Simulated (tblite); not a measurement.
Compound: C5H9P.
Structure used (GFN2-xTB), in Å, numbered top down from 1:
```
atom  x, y, z in Å
C1     2.8344    1.0749    0.3812
C2     1.7398    0.3362    0.4811
P3     0.4658    0.3045   -0.8178
C4    -0.3017   -1.3269   -0.3890
C5    -0.9821   -0.1585    0.2599
C6    -2.3706    0.2172   -0.1907
H7     3.0197    1.6925   -0.4822
H8     3.5870    1.0930    1.1535
H9     1.5687   -0.2832    1.3553
H10    0.2673   -2.0094    0.2290
H11   -0.8366   -1.8172   -1.1920
H12   -0.8264   -0.0439    1.3290
H13   -2.6014    1.2447    0.0842
H14   -2.4609    0.1205   -1.2707
H15   -3.1074   -0.4364    0.2775
```

All values are computed: GFN2-xTB (tblite) harmonic vibrations without scaling, gas phase. The method is semi-empirical: single wavenumbers can be off by several per cent or more. One conformer, not necessarily the lowest.

Harmonic wavenumbers (cm⁻¹): 57.6, 161.7, 190.2, 197.7, 276.1, 345.5, 401.0, 540.3, 653.5, 677.3, 701.9, 826.5, 880.0, 890.2, 950.6, 973.8, 990.6, 998.2, 1013.5, 1073.5, 1152.6, 1174.5, 1242.5, 1320.1, 1396.9, 1409.8, 1418.1, 1488.6, 1493.5, 1651.8, 2993.2, 2996.0, 3000.6, 3024.8, 3030.8, 3042.7, 3060.6, 3084.8, 3112.7.

A = 7199, B = 1637, C = 1589 MHz; mass 100.044 u (most abundant isotopes); point group C1, symmetry number 1.

Problem. What is the zero-point energy?

Solution. Half the sum of the wavenumbers: 26947 cm⁻¹ = 322.36 kJ/mol.

Problem. Entropy at 200 K, 1 bar (ideal gas, RRHO, classical rotation)?

Solution. Translation 158.00, rotation 109.00, vibration 46.67: S = 313.7 J/(mol K).

Problem. And Cp and H(200 K) − H(0)?

Solution. Cp = 90.31 J/(mol K), of which vibrations give 57.06 (their classical limit is 39 R = 324.3); H(200 K) − H(0) = 12.04 kJ/mol without the zero-point energy, 5.39 from vibrations.

Problem. What must be added to the electronic energy to get the Gibbs energy at 200 K and 1 bar?

Solution. ZPE + [H(200 K) − H(0)] − T·S = 322.36 + 12.04 − 62.73 = 271.67 kJ/mol.

Problem. How do the functions run with temperature in this model?

Solution. 
```json
{"T (K)": "150", "S (J/(mol K))": "289.9", "Cp (J/(mol K))": "75.5", "H − H(0) (kJ/mol)": "7.90", "G − H(0) (kJ/mol)": "-35.59", "ln q(vib)": "1.58"}
{"T (K)": "250", "S (J/(mol K))": "335.5", "Cp (J/(mol K))": "106.3", "H − H(0) (kJ/mol)": "16.95", "G − H(0) (kJ/mol)": "-66.93", "ln q(vib)": "3.19"}
{"T (K)": "298.15", "S (J/(mol K))": "355.6", "Cp (J/(mol K))": "122.5", "H − H(0) (kJ/mol)": "22.46", "G − H(0) (kJ/mol)": "-83.57", "ln q(vib)": "4.00"}
{"T (K)": "400", "S (J/(mol K))": "396.3", "Cp (J/(mol K))": "155.2", "H − H(0) (kJ/mol)": "36.63", "G − H(0) (kJ/mol)": "-121.88", "ln q(vib)": "5.76"}
{"T (K)": "600", "S (J/(mol K))": "469.3", "Cp (J/(mol K))": "205.3", "H − H(0) (kJ/mol)": "73.01", "G − H(0) (kJ/mol)": "-208.60", "ln q(vib)": "9.31"}
{"T (K)": "900", "S (J/(mol K))": "562.4", "Cp (J/(mol K))": "253.3", "H − H(0) (kJ/mol)": "142.37", "G − H(0) (kJ/mol)": "-363.82", "ln q(vib)": "14.49"}
```

q(vib) and H(0) count from the zero-point level.

Problem. Blend soft modes into free rotors: weight 1/[1 + (100 cm⁻¹/ν̃)⁴] for the oscillator and the rest for a rotor with moment μB/(μ + B), μ = h/(8π²ν), B = 10⁻⁴⁴ kg m². What vibrational entropy results?

Solution. 44.21 J/(mol K) in place of 46.67, which changes −T·S at 200 K by +0.49 kJ/mol.

Hindered rotation and anharmonicity are outside this model. Other conformers, if any are populated, would add a mixing term that is left out. The structure is chiral; the term R ln 2 for an equal mix with its mirror image is left out.
